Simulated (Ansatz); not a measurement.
System: rock-salt MgS. Method: PBEsol (Ansatz, a first-principles code, PAW).

Total energies, extrapolated to zero smearing (they compare only within this program, potentials and cutoff; free atoms with spin allowed, lowest state found):

| system | energy (eV/atom) |
|---|---|
| rock-salt MgS, relaxed | -1399.9592 |
| free Mg atom | -1910.3388 |
| free S atom | -881.5136 |

**Question.** Work out the cohesive energy per atom.

**Answer.** E_coh = [1 × (-1910.3388) + 1 × (-881.5136)]/2 − (-1399.9592) = 4.03 eV/atom. The reference value is 4.04 eV/atom (measured, corrected for zero-point motion; as tabulated in Goldzak et al. (2022), arXiv:2208.04865), a difference of -0.01 eV/atom.

The PAW data were made under PBE.
